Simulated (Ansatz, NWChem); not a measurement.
**Heat of formation of C2H3O (acetyl radical) from total energies**

C2H3O: 6 atoms, total charge 0, spin state doublet. SMILES: `C[C]=O`. The shape is that of a PBE0-D4/def2-TZVP optimisation.

```xyz
6

C    -0.1506    0.3609   -0.2462
C    -0.0953   -0.9378    0.4969
O     0.8118   -1.4398    1.0509
H    -0.9297    0.9838    0.1969
H     0.8141    0.8757   -0.2224
H    -0.4502    0.1571   -1.2761
```

Total energies at UCAM-B3LYP/def2-TZVP (NWChem 7.3.0); the atoms run unrestricted:

```
species    state  energy (Eh)
  C2H3O  doublet  -153.175153
      C  triplet   -37.837018
      O  triplet   -75.073255
      H  doublet    -0.498811
```

Harmonic wavenumbers at UPBE0-D4/def2-TZVP, in cm⁻¹: 115, 471, 882, 947, 1055, 1348, 1444, 1447, 1963, 3041, 3140, 3146.

Measured heats of formation of the gaseous atoms at 298.15 K, in kJ/mol: C 716.9, O 249.2, H 218.0. Spin-orbit lowering of the atoms at 298 K (mean of the ground term's levels less their thermal mean, from spectra), in kJ/mol: C 0.02, O 0.40. Take 1 Eh = 2625.50 kJ/mol, 1 cm⁻¹ = 0.0119627 kJ/mol, RT = 2.479 kJ/mol.

Task: Work out the heat of formation of the gas at 298 K.

Result: 
1. Electronic atomisation energy: 2 × (-37.837018) + (-75.073255) + 3 × (-0.498811) − (-153.175153) = 0.931429 Eh = 2445.5 kJ/mol.
2. Zero-point energy: half the sum of the wavenumbers, 9499.5 cm⁻¹ = 113.6 kJ/mol.
3. Thermal vibrational enthalpy, Σ hcν̃/(exp(hcν̃/kT) − 1): 2.9 kJ/mol. Translation, rotation and pV of a non-linear molecule: 4 RT = 9.9 kJ/mol.
4. The 6 free atoms carry 5/2 RT each: 37.2 kJ/mol.
5. Spin-orbit coupling lowers the free atoms by 2 × 0.02 + 0.40 = 0.4 kJ/mol.
6. Atomisation enthalpy at 298 K: 2445.5 − 0.4 − 113.6 − 2.9 − 9.9 + 37.2 = 2355.9 kJ/mol.
7. Sum of the atoms' heats of formation: 2337.0 kJ/mol. Heat of formation: 2337.0 − 2355.9 = -18.9 kJ/mol.

The tabulated value is -9.7 kJ/mol (Active Thermochemical Tables), so this level is off by -9.2 kJ/mol, or 0.4 % of the atomisation enthalpy. Anharmonicity and any spin-orbit splitting of the molecule are left out.
